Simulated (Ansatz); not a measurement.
One change: `F[SiH2]P` becomes `F[SiH2]Cl`.

Ansatz, PBE0-D4/def2-TZVP geometries, multiplicity 1. Each molecule was computed in one conformer, which needn't be the lowest.

| property | `F[SiH2]P` |
| --- | --- |
| LUMO energy (ωB97M-V/def2-TZVPP) / eV | 1.63 |
| zero-point energy (PBE0-D4/def2-TZVP) / kJ/mol | 98.5 |
| HOMO energy (ωB97M-V/def2-TZVPP) / eV | -9.96 |
| ideal-gas entropy at 298 K and 1 bar (rigid rotor, harmonic PBE0-D4/def2-TZVP) / J/(mol·K) | 302 |
| HOMO energy (PBE0/def2-TZVPP) / eV | -7.87 |
| HOMO energy (PBE/def2-TZVPP) / eV | -6.73 |

Question: Give the same properties after the change, and the shifts. (An estimate is asked.)

Answer: Computed: 
```tsv
property	`F[SiH2]Cl`	shift
LUMO energy (ωB97M-V/def2-TZVPP) / eV	1.84	0.21
zero-point energy (PBE0-D4/def2-TZVP) / kJ/mol	57.0	-41.5
HOMO energy (ωB97M-V/def2-TZVPP) / eV	-11.51	-1.55
ideal-gas entropy at 298 K and 1 bar (rigid rotor, harmonic PBE0-D4/def2-TZVP) / J/(mol·K)	281	-21
HOMO energy (PBE0/def2-TZVPP) / eV	-9.27	-1.40
HOMO energy (PBE/def2-TZVPP) / eV	-7.87	-1.14
```

With PBE0 the HOMO falls by 1.40 eV and the LUMO rises by 0.23 eV, so the gap widens by about 1.63 eV. PBE moves the HOMO by -1.14 eV and ωB97M-V by -1.55 eV. The zero-point energy changes by -41.5 kJ/mol with -6 modes.
